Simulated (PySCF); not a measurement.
**Protonated Nitrous Oxide (HN2O+): geometry, NMR shifts, spin-spin couplings, electronic excitations and core binding energies**

Aim: predict the NMR shifts, spin-spin couplings, electronic excitations and core binding energies of Protonated Nitrous Oxide (HN2O+) (`N#[N+]O`).

The runs use PySCF 2.14.0, with density-fitted response routines of our own; the level of theory stands in each step. All values are computed, except where a source is named. Atoms are numbered from 0 throughout.

### Step 1. The molecule as given

4 atoms, charge 1, multiplicity 1; geometry from: GFN2-xTB.

Bonds of the start (Å): N0–N1 1.09, N1–O2 1.21, O2–H3 0.99.

### Step 2. Relaxing the molecule at PBE0-D3(BJ)/def2-SVP

What the job is given:

```
{"job": {"xc": "PBE0", "basis": "def2-SVP", "d3": "d3bj", "grid": 1, "kind": "geom"}, "charge": 1, "multiplicity": 1}
N      1.576530    -0.097030    -0.314410
N      0.494630    -0.085060    -0.181690
O     -0.687560    -0.145260     0.059740
H     -1.363140     0.336890    -0.480990
```

**Question.** This job is followed by: GIAO PBE0/pcSseg-1 NMR shielding, non-relativistic, gas phase; B3LYP/pcJ-1 indirect spin-spin coupling, non-relativistic, gas phase; TDDFT B3LYP/def2-SVPD, vertical, gas phase, core orbitals frozen in the response; GIAO KT2/pcSseg-2 NMR shielding, non-relativistic, gas phase; delta-SCF UKS SCAN, pcX-2 on the ionised atom, pcseg-1 elsewhere, spin-free X2C. Predict these results of the whole session: point group; rotational constants (main isotopes); 1H shifts against TMS (PBE0/pcSseg-1); 15N shifts against NH3 (PBE0/pcSseg-1); 17O shifts against H2O (PBE0/pcSseg-1); largest coupling of the table (B3LYP/pcJ-1); lowest singlet (B3LYP/def2-SVPD); brightest single state of those computed; lowest triplet; vertical ionisation energy (ΔSCF); vertical electron affinity (ΔSCF); N1s binding energies, SCAN/pcX-2; O1s binding energies, SCAN/pcX-2; range of the shift of N0.

The runs gave:

| quantity | value |
| --- | --- |
| point group | Cs |
| rotational constants (main isotopes) | 642.99, 11.59, 11.39 GHz |
| 1H shifts against TMS (PBE0/pcSseg-1) | 9.37 ppm |
| 15N shifts against NH3 (PBE0/pcSseg-1) | 278.5, 236.9 ppm |
| 17O shifts against H2O (PBE0/pcSseg-1) | 158.4 ppm |
| largest coupling of the table (B3LYP/pcJ-1) | 1J(O,H) O2–H3, -93.0 Hz |
| lowest singlet (B3LYP/def2-SVPD) | 6.98 eV (178 nm), f = 0.000 |
| brightest single state of those computed | state 8, 11.40 eV, f = 0.363 |
| lowest triplet | 6.41 eV |
| vertical ionisation energy (ΔSCF) | 22.35 eV |
| vertical electron affinity (ΔSCF) | 6.42 eV |
| N1s binding energies, SCAN/pcX-2 | N1 421.03, N0 418.44 eV |
| O1s binding energies, SCAN/pcX-2 | O2 552.01 eV |
| range of the shift of N0 | 250.0 to 278.5 ppm |

In words: The optimisation took 8 steps and gained 0.124 eV; among the close pairs (by a distance rule), N1–O2 changed most, from 1.208 to 1.243 Å. In the run at B3LYP/pcJ-1, the largest coupling of the table is O2–H3, -93.0 Hz, of which the Fermi-contact term gives -88.7 Hz. The lowest singlet, at 6.98 eV, is HOMO→LUMO 0.99 and is dark; of the 10 states computed, the strongest absorption comes from state 8 at 11.40 eV. The lowest triplet lies 0.57 eV below the lowest singlet (triplets in Tamm-Dancoff, singlets in full TDDFT). ΔSCF puts the ionisation energy at 22.35 eV, 3.53 eV above −ε(HOMO). The N1s levels kept as sound span 2.60 eV, from N0 (nitrogen bonded to N) up to N1 (nitrogen bonded to N, O). In ppm, N0 moves most: its shift spreads over 28.5 ppm, from 250.0 (KT2/pcSseg-2) to 278.5 (PBE0/pcSseg-1).
